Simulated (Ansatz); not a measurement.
Computed with Ansatz on PBE0-D4/def2-TZVP structures; ΔE is electronic, products minus reactants. CBS: MP2 limit from def2 TZ/QZ plus the TZ coupled-cluster correction, frozen cores. This one scheme is used for every species. Double bonds are as drawn, so ΔE can hold a change between cis and trans. Functionals use def2-TZVPP. One conformer a species, not always the lowest.

Reaction (substitution at a C–O bond): `C/N=C/O` + CH₃NH₂ → `C/N=C/NC` + H₂O

```csv
level,ΔE (kJ/mol)
PBE0-D4,-23.5
RPA@PBE/def2-TZVPP,-18.5
```

Problem. What does CCSD(T)/CBS give? (Estimate.)

Solution. Computed: -25.8 kJ/mol. The listed levels differ from it by 2.3, 7.3 kJ/mol.

Largest T1 diagnostic among the species: 0.013.

At CCSD(T), def2-SVP lies +12.1 kJ/mol from the extrapolated value and def2-TZVPP +4.6 kJ/mol. In def2-TZVPP, CCSD(T) changes the Hartree–Fock value by −12.3 kJ/mol (the triples alone add −1.7 kJ/mol) and MP2 by −19.2 kJ/mol.
